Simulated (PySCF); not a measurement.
CH5BO.
Geometry (GFN2-xTB, Å), atoms numbered from 1 in this order:
```xyz
8
CH5BO angstrom
B      1.326   -0.161    0.225
O      0.206    0.500    0.456
C     -1.042    0.185   -0.105
H      1.374   -1.099   -0.493
H      2.274    0.244    0.781
H     -1.400    1.049   -0.670
H     -0.983   -0.683   -0.768
H     -1.746   -0.024    0.704
```

The closed-shell ground state was solved at several levels (PySCF, density fitting, gas phase, non-relativistic).

| level | basis functions | total energy (Eh) | HOMO (eV) | LUMO (eV) | gap (eV) | dipole (D) |
| --- | --- | --- | --- | --- | --- | --- |
| wB97X-D/def2-SVPD | 103 | -141.0623 | -10.47 | 1.65 | 12.12 | 1.73 |
| PBE0/pcSseg-1 | 76 | -141.0167 | -8.50 | -0.13 | 8.37 | 1.90 |

Question: What might B3LYP/pcJ-1 (131 basis functions) give for the same quantities?

Answer: Total energy -141.2221 Eh, HOMO -8.31 eV, LUMO -0.40 eV, gap 7.91 eV, dipole 1.90 D.

Question: Over all these levels, which gives the widest orbital gap and which the narrowest?

Answer: wB97X-D/def2-SVPD (range-separated hybrid) has the widest, 12.12 eV, and B3LYP/pcJ-1 (global hybrid, 20 % exact exchange) the narrowest, 7.91 eV. Functional and basis both differ between the two, so the spread mixes both effects.

Question: How far do the dipole and the HOMO energy spread over the levels?

Answer: The dipole runs from 1.73 to 1.90 D (mean 1.84 D) and the HOMO from -10.47 to -8.31 eV.

One conformer stands for the species.

Note: wB97X-D ran without an empirical dispersion term, which enters the total energy and its gradient alone.
